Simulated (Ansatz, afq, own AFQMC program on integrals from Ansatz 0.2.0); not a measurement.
**F, doublet in def2-TZVP, levels against CCSDTQ**

A free F atom.

Basis def2-TZVP. Only valence electrons are correlated. AFQMC by an in-house program on the Cholesky factors that Ansatz 0.2.0 writes for its CCSD(T) run. The CISD trial takes its coefficients from CCSD amplitudes. Released means that phaseless walkers are propagated on without the constraint, phases kept. Free AFQMC starts from the CCSD state and is never constrained. Its projection time is finite, and what remains of the start isn't in its error. Error bars are statistical, one sigma.

Determinant: UHF, the one that the program's search chose, which needn't be the lowest solution.

No full CI on the walks' own integrals is used here; CCSDTQ serves as the reference and is uncertain by about the last step of the cluster series.

```
T1 diagnostic                               : 0.0062
weight of the determinant in the CISD state : 0.964
⟨S²⟩ of the determinant                     : 0.754
size of the correlated space                : 7 electrons in 30 orbitals
```

Reference: CCSDTQ, correlation energy -5.811 eV. The released energy is read at 1.50 1/Eh (meV from the phaseless value at times in 1/Eh: -2.2 ± 1.3 at 0.24, -8 ± 5 at 0.50, -5.3 ± 1.0 at 1.00, -5.4 ± 1.3 at 1.50).

```csv
level,E − E(reference) (kJ/mol),share of correlation (%)
HF,560.7,0.00
MP2,41.4,92.62
CCSD,9.8,98.25
CCSD(T),0.8,99.86
CCSDT,0.3,99.95
CCSDT(Q),0.0,100.00
ph-AFQMC/HF,3.9 ± 1.2,99.30
ph-AFQMC/CISD,0.5 ± 0.1,99.90
released AFQMC,0.0 ± 0.1,100.00
free AFQMC,0.0 ± 0.3,100.01
```

CCSDT and higher add their correlation energy to the determinant of the CCSD(T) run, since their own runs factorise the integrals more tightly (a shift of under 2 meV). Free projections are given only where their last times agree within the noise and don't stop above the reference; a slow remainder of the start can still hide under it. A walk keeps the symmetry of its determinant, which the program's search chose and which needn't be the lowest solution, so a lower state of the same spin and another symmetry isn't excluded. Released energies are given only where the last usable release times agree within the noise; a slower fall can still hide under it.
